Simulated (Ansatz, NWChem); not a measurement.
## [NH2]− (SMILES [NH2-]): the vertical detachment energy from total energies

The species is [NH2]− (3 atoms), meant as a singlet with charge -1. As SMILES, `[NH2-]`. Geometry: relaxed at PBE0-D4/def2-TZVPD.

| atom | x (Å) | y (Å) | z (Å) |
| --- | --- | --- | --- |
| N | 0.3422 | -0.2030 | 0.1687 |
| H | 0.1255 | 0.8012 | 0.1560 |
| H | -0.4677 | -0.5982 | -0.3247 |

Both states at this one shape; open shells run unrestricted unless said. 1 Eh = 27.2114 eV.

| level | program | singlet [NH2]− (Eh) | doublet NH2 (Eh) |
| --- | --- | --- | --- |
| PBE0/def2-QZVPD | NWChem | -55.857232 | -55.840757 |
| PBE0/def2-SVPD | NWChem | -55.782657 | -55.773680 |
| PBE0/def2-TZVPD | NWChem | -55.849971 | -55.836325 |
| RPA@BHLYP/jun-cc-pV(T+d)Z (density fitting with cc-pVTZ-jkfit, def2-TZVP-rifit for correlation), 1 core orbital frozen | Ansatz | -55.882860 | -55.862872 |

Work out the vertical ionisation energy at each level.


1. PBE0/def2-QZVPD: -55.840757 − (-55.857232) = 0.016475 Eh = 0.45 eV.
2. PBE0/def2-SVPD: -55.773680 − (-55.782657) = 0.008977 Eh = 0.24 eV.
3. PBE0/def2-TZVPD: -55.836325 − (-55.849971) = 0.013646 Eh = 0.37 eV.
4. RPA@BHLYP/jun-cc-pV(T+d)Z (density fitting with cc-pVTZ-jkfit, def2-TZVP-rifit for correlation): -55.862872 − (-55.882860) = 0.019988 Eh = 0.54 eV.

No measured value is set beside it here; the levels span 0.24 to 0.54 eV.
